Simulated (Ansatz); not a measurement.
System: zinc-blende HgTe. Method: PBE0-D3(BJ) (Ansatz, a first-principles code, PAW).

Settings: plane-wave cutoff 460 eV, 8×8×8 k mesh, Fermi–Dirac smearing 0.01 eV, scalar-relativistic PAW data made under PBE.

On both sides of the equilibrium volume: at 32.638 Å³/atom the pressure is 1.54 GPa and the direct gap at Γ 0.608 eV; at 34.661 Å³/atom they are -1.36 GPa and 0.410 eV. The fitted bulk modulus is 48.1 GPa.

Work out the volume deformation potential of this gap and its pressure coefficient, in two ways.

a_V = dE_g/d ln V = (0.410 − 0.608)/ln(34.661/32.638) = -3.29 eV. Since dP = −B d ln V, dE_g/dP = −a_V/B = 68 meV/GPa. Straight from the pressures: (0.608 − 0.410)/(1.54 − (-1.36)) = 68 meV/GPa. At this level and over this range the gap at Γ widens under pressure.

Spin–orbit coupling is not included; with these elements it can move the gap by several tenths of an eV or more.
